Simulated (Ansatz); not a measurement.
**Ge2⁺, quartet in cc-pVDZ: errors against full CI**

Geometry: that of the Ge2⁺, doublet, kept fixed.

```xyz
2

Ge    0.0000    0.0000    0.0000
Ge    0.0000    0.0000    2.4906
```

Basis cc-pVDZ; Ansatz 0.2.0. Only valence electrons are correlated (noble-gas cores and the filled d shells of p-block atoms frozen), which leaves 7 electrons in 26 orbitals. Prefix R: restricted or restricted open-shell reference. Active spaces: valence = (7e, 8o) chosen from the atoms' valence shells. No spin–orbit coupling is included, and no scalar relativity.

Full CI is exact within this basis and frozen core; it isn't the basis-set limit.

For open shells CISD is restricted-active-space CI with the open shells as a complete middle space.

```
UHF ⟨S²⟩                            : 3.764
⟨S²⟩ of the determinant under UCCSD : 3.762
T1 diagnostic (RCCSD)               : 0.0202
largest doubles amplitude (RCCSD)   : 0.125
```

**Question.** From what is known of these methods and the diagnostics, rank them by the size of their error in total energy against full CI in cc-pVDZ, smallest first (an estimate: the text doesn't fix the numbers).
A. MRCISD+Q (valence space)
B. RCCSD
C. MRCISD+Q(relaxed) (valence space)
D. CISD
E. BCCD(T)

**Answer.** A (1.7 kJ/mol), C (3.2 kJ/mol), E (6.1 kJ/mol), B (23.7 kJ/mol), D (35.9 kJ/mol).

All errors are against full CI in cc-pVDZ. Below it: MRCISD+Q (valence space), MRCISD+Q(relaxed) (valence space). Within each family the higher level lies nearer, as is usual though not guaranteed.

The full-CI state has the irrep B1g of D2h, in the program's axes (one component, if the state is degenerate).

Natural occupations of full CI about the gap: 1.945 1.898 0.992 0.953 0.953 0.071 0.071 0.039 0.010 0.010; effectively unpaired electrons, Σ n²(2−n)², 3.09.
